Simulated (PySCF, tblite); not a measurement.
Isomers of C4H8. Calculated harmonic vibrations of the isolated species, GFN2-xTB (tblite), most abundant isotopes, no scaling. Against measured fundamentals such values can be off by several per cent, at times by over 20. One conformer each.

Electronic energies: PBE0/pcSseg-1 single points on the GFN2-xTB geometries (PySCF, gas phase).

```json
{"SMILES": "C1CCC1", "electronic energy, lowest = 0 (kJ/mol)": "27.1"}
{"SMILES": "C/C=C/C", "electronic energy, lowest = 0 (kJ/mol)": "1.9"}
{"SMILES": "C=C(C)C", "electronic energy, lowest = 0 (kJ/mol)": "0.0"}
```

Question: How do GFN2-xTB zero-point energies change the relative energies?

Answer: 
```csv
SMILES,ZPE (kJ/mol),of it from modes above 1550 cm⁻¹,electronic (kJ/mol),"with ZPE, lowest = 0 (kJ/mol)",lowest mode (cm⁻¹),rings
C=C(C)C,278.7,156.0,0.0,0.0,110,0
C/C=C/C,278.7,155.1,1.9,1.8,144,0
C1CCC1,288.2,144.0,27.1,36.6,90,1
```

The zero-point energies span 9.5 kJ/mol, from `C/C=C/C` to `C1CCC1`. The order is unchanged.

Question: And how do the electronic energies of GFN2-xTB itself compare?

Answer: `C=C(C)C` 26.7; `C/C=C/C` 29.6; `C1CCC1` 0.0 kJ/mol, lowest = 0. Against the energies above, taken from the same isomer `C=C(C)C`, the largest difference is 53.8 kJ/mol.

Question: What do entropy and thermal enthalpy add at 298.15 K and 1 bar (rigid rotor, harmonic oscillator, one conformer each)?

Answer: 
```csv
SMILES,point group,symmetry number,S (J/(mol K)),H − H(0) (kJ/mol),ZPE + H − H(0) − TS (kJ/mol)
C=C(C)C,C2v,2,296.0,17.02,207.4
C/C=C/C,C2h,2,295.9,17.29,207.7
C1CCC1,D2d,4,268.5,13.60,221.7
```
